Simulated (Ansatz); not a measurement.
# SiC+ (quartet): from Hartree-Fock to the top rungs, def2-QZVPP

The task here is to estimate one member of a computed series from the others.

Method: def2-QZVPP, core rule «outside noble gas», up to 6 orbitals frozen; program: Ansatz 0.2.0, Gaussian basis.

Plan: UHF; ROHF; CCSD(T) on UHF.

## What is computed

The geometry is a PBE0/def2-TZVP stationary point (not a proven minimum) of the parent state, kept for this charge and spin.

2 atoms, charge 1, spin multiplicity 4.

Atoms are counted from 1 here; the program's logs count them from 0.

Bond lengths: Si1–C2 1.837 Å.

The first run:

in.yaml reads:

```yaml
crystal:
  periodic: [false, false, false]
  atoms:
    - {symbol: Si, position_ang: [0.000000, 0.000000, 0.000000]}
    - {symbol: C, position_ang: [0.000000, 0.000000, 1.836500]}
basis:
  gaussian: {orbitals: "def2-QZVPP.json"}
total_charge: 1
magnetization: {spin_polarized: true, initial_magnetization: 3}
hamiltonian: {xc: hf}
output: {orbitals: {seedname: orbitals}}
```

Run with:

```bash
$ ansatz run in.yaml --threads 1 --pin off --events-out ev --progress --plain --max-ram 2393MiB
```

Among the steps run: UHF; ROHF; CCSD(T) on UHF.

One table of the session follows, with a row left open; its other results are not shown here.

It belongs to the step «Misses and costs». 

| method | from UCCSD(T) (kcal/mol) |
| --- | --- |
| ROHF | +117.35 |
| UHF | +116.50 |
| UMP2 | ? |
| UCCSD | +5.83 |
| UCCSD(T) | 0 |

Estimate the missing values for UMP2.

As computed: from UCCSD(T) (kcal/mol): +24.65. In the column «from UCCSD(T) (kcal/mol)» it lies between UCCSD (+5.83) and UHF (+116.50).
